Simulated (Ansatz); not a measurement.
Mulliken charges of H6N3P (`NP(N)N`) from B3LYP/def2-TZVPP in Ansatz (PBE0-D4/def2-TZVP geometry).

```tsv
atom	x (Å)	y (Å)	z (Å)	charge (e)
N1	-1.051	-0.105	-1.107	-0.374
P2	0.555	-0.082	-0.572	0.385
N3	0.285	-1.253	0.665	-0.398
N4	0.834	1.180	0.521	-0.374
H5	-1.236	0.365	-1.978	0.128
H6	-1.796	0.002	-0.430	0.120
H7	1.112	-1.387	1.233	0.132
H8	0.004	-2.143	0.275	0.132
H9	0.168	1.342	1.266	0.120
H10	1.207	2.031	0.131	0.128
```

Question: By hand: the dipole of these point charges (1 e Å = 4.8032 D).

Answer: Σ q r = (0.130, 0.067, -0.203) e Å, of length 0.250 e Å = 1.20 D.

Question: How does the dipole of the full density compare? (An estimate is asked.)

Answer: Ansatz gave: (-0.195, 0.179, 0.085) e Å, 1.34 D; the point charges give 0.90 times that, at 116° from its direction.

Point charges leave out the atoms' own dipoles, such as those of lone pairs, and Mulliken's split depends on the basis, so the two needn't agree.

B3LYP here is the variant with VWN-RPA as its local correlation; programs differ in this.
